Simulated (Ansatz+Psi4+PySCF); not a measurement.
**doublet NH₃(+): levels of theory in one basis**

```yaml
atoms:
  - { symbol: N, position_ang: [0.0000, 0.0000, 0.1165] }
  - { symbol: H, position_ang: [0.0000, 0.9397, -0.2718] }
  - { symbol: H, position_ang: [0.8138, -0.4699, -0.2718] }
  - { symbol: H, position_ang: [-0.8138, -0.4699, -0.2718] }
```

Basis set: cc-pVTZ (spherical functions). Correlated methods keep 1 orbital frozen. Correlation on ROHF uses semicanonical orbitals with singles. Charge 1, multiplicity 2.

Computed with Ansatz (development build ahead of 0.2.0) and Psi4 1.11; each method stands on the lowest determinant of its kind that the runs found.

```tsv
method	E − E(ROHF) (eV)	<S²> of the determinant
ROHF	0.00	0.75
UHF	-0.11	0.76
ROHF-MP2	-5.01	–
UHF-MP2	-5.01	0.76
ROHF-CCSD	-5.50	–
UHF-CCSD	-5.50	0.76
ROHF-CCSD(T)	-5.64	–
UHF-CCSD(T)	-5.64	0.76
```
